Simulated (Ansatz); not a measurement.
## A relaxation, step by step

CH$_{5}$AlO, singlet, PBE0-D4/def2-TZVP (Ansatz 0.2.0). Settings:

```yaml
hamiltonian: {xc: pbe0, dispersion: d4}
relax: {f_tol: 0.005, max_steps: 200}
```

Start, a step off a saddle point along its unstable mode:

```
8
angstrom
Al -1.1580 0.1004 -0.5540
H -1.1880 -1.0983 0.5092
H -1.2163 -0.3065 -2.0886
H -1.5896 1.5640 -0.0385
O 0.9481 0.3671 -0.5176
C 1.2928 -0.0589 0.5621
H 2.2029 -0.7546 0.6564
H 0.7081 0.1870 1.4708
```

```tsv
step	energy less the last (meV)	largest force component (eV/Å)
1	355.5	1.018
2	329.9	1.890
3	242.2	1.158
4	113.7	0.844
5	47.7	0.378
6	18.9	0.115
7 (rejected trial)	27.3	0.631
8	10.0	0.066
9	5.0	0.178
10	0.7	0.013
11	0.6	0.009
12	0.1	0.004
13	0.0	0.023
14 (rejected trial)	0.3	0.074
15	0.0	0.001
```

Step 3, positions (Å) and forces (eV/Å):

| atom | x | y | z | Fx | Fy | Fz |
| --- | --- | --- | --- | --- | --- | --- |
| Al1 | -1.178 | 0.143 | -0.591 | 0.147 | 0.017 | -0.070 |
| H2 | -1.228 | -1.026 | 0.510 | -0.063 | 0.005 | -0.004 |
| H3 | -1.294 | -0.293 | -2.114 | -0.038 | 0.038 | -0.011 |
| H4 | -1.621 | 1.583 | -0.070 | 0.058 | 0.034 | -0.048 |
| O5 | 0.935 | 0.246 | -0.514 | -0.227 | -0.387 | 0.446 |
| C6 | 1.322 | -0.113 | 0.580 | 1.062 | -0.037 | 0.221 |
| H7 | 2.358 | -0.588 | 0.706 | -1.158 | 0.612 | -0.190 |
| H8 | 0.706 | 0.048 | 1.493 | 0.219 | -0.281 | -0.345 |

Step 9, positions (Å) and forces (eV/Å):

```
atom       x       y       z      Fx      Fy      Fz
 Al1  -1.196   0.184  -0.590  -0.006   0.025   0.008
  H2  -1.429  -0.823   0.643  -0.007   0.000   0.008
  H3  -1.292  -0.405  -2.067   0.010  -0.007   0.010
  H4  -1.534   1.724  -0.339  -0.006  -0.012  -0.014
  O5   0.795   0.280  -0.351   0.077  -0.116   0.178
  C6   1.374  -0.186   0.609  -0.092   0.127  -0.036
  H7   2.463  -0.064   0.690  -0.032  -0.046   0.000
  H8   0.819  -0.710   1.407   0.057   0.030  -0.152
```

Step 10, positions (Å) and forces (eV/Å):

```csv
atom,x,y,z,Fx,Fy,Fz
Al1,-1.199,0.199,-0.579,-0.003,0.004,-0.003
H2,-1.435,-0.788,0.670,0.001,0.002,0.005
H3,-1.251,-0.432,-2.042,0.004,-0.002,0.005
H4,-1.575,1.736,-0.378,-0.003,-0.001,-0.004
O5,0.789,0.325,-0.322,0.008,0.003,0.008
C6,1.376,-0.191,0.603,-0.009,-0.006,0.007
H7,2.464,-0.071,0.689,0.000,0.002,-0.004
H8,0.831,-0.777,1.357,0.003,-0.002,-0.013
```

Last step (15):

```
atom    x (Å)    y (Å)    z (Å)
 Al1  -1.2004   0.2102  -0.5714
  H2  -1.4358  -0.7604   0.6914
  H3  -1.2201  -0.4514  -2.0216
  H4  -1.6059   1.7431  -0.4068
  O5   0.7837   0.3583  -0.2989
  C6   1.3771  -0.1988   0.5980
  H7   2.4640  -0.0739   0.6879
  H8   0.8374  -0.8270   1.3212
```

Hardware: 2 CPU threads of an Arm Neoverse V1, shared host. Wall time about 32 s.
